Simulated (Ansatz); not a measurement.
Frontier orbitals of BF, SMILES `[B]F`.

The species carries charge 0 and has multiplicity 1. Geometry: relaxed with PBE0-D4/def2-TZVP. Basis def2-TZVPP, Ansatz.

Orbital energies of one run (eV). Highest occupied ones, from the top: -7.61, -14.52, -14.52, -17.04, -35.84, -187.08, -676.00. Empty: -1.42, -1.42, 1.29, 2.85, 3.79, 3.79.

(1) Which functional gave them?
A. BHLYP
B. HSE06 (plane-wave form)
C. CAM-B3LYP
D. r2SCAN

Answers

(1) B. HOMO energies: HSE06 -7.61, CAM-B3LYP -9.48, BHLYP -9.21, r2SCAN -7.01 eV.
